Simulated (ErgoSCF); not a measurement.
# doublet C2H6O+: levels of theory compared

We compute a comparison of 3 runs (UHF/cc-pVDZ, UBLYP/cc-pVDZ, USVWN5/cc-pVDZ) of doublet C2H6O+. 

Program for the calculation: ErgoSCF 3.8.

17 further runs of the same task are left out: 3 that didn't finish, 14 set aside as unsound or not needed.

### 1 The system as given

The species is C2H6O+ (9 atoms), meant as a doublet with charge +1. SMILES of the parent species: `CCO`. The shape is that of a PBE0-D4/def2-TZVP optimisation. This is one conformer, not always the lowest. That shape belongs to the parent species and isn't relaxed for this state.

Bond lengths: C1–C2 1.513 Å, C2–O3 1.413 Å, C1–H4 1.093 Å, C1–H5 1.092 Å, C1–H6 1.095 Å, C2–H7 1.093 Å, C2–H8 1.099 Å, O3–H9 0.961 Å. Some angles: C1–C2–O3 112.9°, C1–C2–H7 110.3°, C1–C2–H8 110.2°, O3–C2–H7 105.5°, O3–C2–H8 110.8°, C2–C1–H4 110.8°, C2–C1–H5 110.6°, C2–C1–H6 111.1°, C2–O3–H9 108.2°, H7–C2–H8 107.0°.

### 2 A single-point energy at UHF/cc-pVDZ (run 1)

Contents of job.ego:

```
# C2H6O
set_nthreads("env")
molecule_inline
C     -1.01364909     1.08016745    -0.88514772
C      0.58090181    -1.13383567    -0.02891281
O      2.27806484    -0.49397441     1.93054421
H     -2.23365628     0.53932784    -2.46212417
H      0.18443727     2.64731733    -1.49099391
H     -2.23290039     1.75385482     0.64401866
H      1.76179167    -1.80771201    -1.58264563
H     -0.63834948    -2.71667028     0.53970578
H      1.31335966     0.13152494     3.33536661
EOF
scf.max_number_of_iterations = 120
spin_polarization = 1
tmpdir = "."
charge = 1
scf.output_mulliken_pop = 1
basis = "cc-pVDZ"
scf.use_diagonalization = 1
run "HF"
```

The basis set cc-pVDZ is read from a file made from the Basis Set Exchange's data (not shown).

Launch:

```
ergo job.ego
```

Output:

```text
[...]
INSC SCF_general constructor, number of basis functions: 72
[...]
INSC Energy   1 =        -48.55151417639
[...]
INDE E_LUMO =         -0.25132238083
[...]
INSC Energy  37 =       -153.74742042727  ( diff     -0.000000000006821 )
[...]
RESC CONVERGED after  37 iterations.
RESC FINAL ENERGY:       -153.74742042727
RESC FINAL <S2> =          0.76078079090
[...]
INSC SCF: dipole_moment_x [atomic units] =       0.50466594
INSC SCF: dipole_moment_y [atomic units] =      -0.35129024
INSC SCF: dipole_moment_z [atomic units] =       1.14079263
[...]
```

Wall time 100 s (1 thread of Arm Neoverse V1, shared host); peak memory 0.26 GiB.

### 3 The energy at UBLYP/cc-pVDZ (run 2)

Contents of ergo.in:

```
set_nthreads(1)
basis = "cc-pVDZ"
scf.use_diagonalization = 1
XC.sparse_mode = 0
charge = 1
XC.angint = 41
spin_polarization = 1
scf.output_mulliken_pop = 1
XC.radint = 1e-11
scf.max_number_of_iterations = 120
tmpdir = "."
molecule_inline
C     -1.01364909     1.08016745    -0.88514772
C      0.58090181    -1.13383567    -0.02891281
O      2.27806484    -0.49397441     1.93054421
H     -2.23365628     0.53932784    -2.46212417
H      0.18443727     2.64731733    -1.49099391
H     -2.23290039     1.75385482     0.64401866
H      1.76179167    -1.80771201    -1.58264563
H     -0.63834948    -2.71667028     0.53970578
H      1.31335966     0.13152494     3.33536661
EOF
run "BLYP"
```

The basis set cc-pVDZ is read from a file made from the Basis Set Exchange's data (not shown).

Launch:

```
ergo ergo.in
```

Output:

```text
[...]
INDF Weighted mixed functional:
[...]
INSC Energy   1 =        -53.98289478285
[...]
INDE E_LUMO =         -0.51345697345
[...]
INSC Energy  43 =       -154.60279289083  ( diff     -0.000000000002274 )
[...]
RESC CONVERGED after  43 iterations.
RESC FINAL ENERGY:       -154.60279289083
RESC FINAL <S2> =          0.75193989948
[...]
INSC SCF: dipole_moment_x [atomic units] =       0.09449625
INSC SCF: dipole_moment_y [atomic units] =      -0.28356464
INSC SCF: dipole_moment_z [atomic units] =       0.67005721
[...]
```

It took 68 s on 1 thread of Arm Neoverse V1, shared host; peak memory 0.26 GiB.

### 4 A single-point energy at USVWN5/cc-pVDZ (run 3)

Edit job.ego of step 2 so:

```diff
@@ -1,2 +1 @@
-# C2H6O
 set_nthreads("env")
@@ -13,9 +12,12 @@
 EOF
-scf.max_number_of_iterations = 120
+charge = 1
+basis = "cc-pVDZ"
+XC.sparse_mode = 0
 spin_polarization = 1
 tmpdir = "."
-charge = 1
+scf.max_number_of_iterations = 120
 scf.output_mulliken_pop = 1
-basis = "cc-pVDZ"
 scf.use_diagonalization = 1
-run "HF"
+XC.radint = 1e-11
+XC.angint = 41
+run "SVWN5"
```

The basis set cc-pVDZ is read from a file made from the Basis Set Exchange's data (not shown).

Launch:

```
ergo job.ego
```

Output:

```text
[...]
INSC SCF_general constructor, number of basis functions: 72
[...]
INSC Energy   1 =        -53.77978692543
[...]
INDE E_LUMO =         -0.52343027700
[...]
INSC Energy  44 =       -153.35499513937  ( diff     -0.000000000001506 )
[...]
RESC CONVERGED after  44 iterations.
RESC FINAL ENERGY:       -153.35499513937
RESC FINAL <S2> =          0.75125509374
[...]
INSC SCF: dipole_moment_x [atomic units] =       0.00670523
INSC SCF: dipole_moment_y [atomic units] =      -0.26651926
INSC SCF: dipole_moment_z [atomic units] =       0.60384732
[...]
```

Wall time 63 s (1 thread of Arm Neoverse V1, shared host); peak memory 0.26 GiB.

### 5 The series

```csv
run,level,integration grid,radint,energy (Eh),⟨S²⟩,wall time
1,UHF/cc-pVDZ,–,–,-153.747420,0.761,100 s
2,UBLYP/cc-pVDZ,Turbo,1e-11,-154.602793,0.752,68 s
3,USVWN5/cc-pVDZ,Turbo,1e-11,-153.354995,0.751,63 s
```

### 6 Results

| quantity | value |
| --- | --- |
| run 3: total energy | -153.35500 Eh |
| run 3: ⟨S²⟩ | 0.751 |

**Reading.** Totals of different functionals can't be ranked against each other. All runs together took 3.8 min, the longest 100 s.
